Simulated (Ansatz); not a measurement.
A run of Ansatz (development build ahead of 0.2.0) on doublet BH₄ at this shape:

```yaml
atoms:
  - { symbol: B, position_ang: [-0.0246, 0.1584, 0.0976] }
  - { symbol: H, position_ang: [0.2175, -1.5093, -0.7077] }
  - { symbol: H, position_ang: [0.3523, 0.8489, -0.7596] }
  - { symbol: H, position_ang: [0.7072, -0.8219, 0.3804] }
  - { symbol: H, position_ang: [-1.2584, -0.0255, 0.2372] }
```

Its results:

```
Converged                       : yes
Total energy                    : -26.84294 hartree
Spin squared of the determinant : 0.777
Stability test                  : minimum
```

Forces (eV/Å):
| atom | Fx | Fy | Fz |
| --- | --- | --- | --- |
| B1 | -1.580 | -2.852 | -0.974 |
| H2 | -0.095 | 0.102 | -0.173 |
| H3 | 0.510 | 1.108 | -0.153 |
| H4 | -0.103 | 0.998 | 0.758 |
| H5 | 1.268 | 0.644 | 0.542 |

(1) Which input gives this output? Name the method, the orbitals and the basis set, and write the input.

Results:

(1) UHF in def2-SVP.

```yaml
crystal:
  periodic: [false, false, false]
  atoms:
    - { symbol: B, position_ang: [-0.02459, 0.15839, 0.09763] }
    - { symbol: H, position_ang: [0.21755, -1.50934, -0.70767] }
    - { symbol: H, position_ang: [0.35234, 0.84894, -0.7596] }
    - { symbol: H, position_ang: [0.70718, -0.82193, 0.38042] }
    - { symbol: H, position_ang: [-1.25835, -0.02547, 0.23722] }
basis:
  gaussian: { orbitals: def2-SVP }
magnetization:
  spin_polarized: true
  initial_magnetization: 1
hamiltonian:
  xc: hf
output:
  forces: true
```
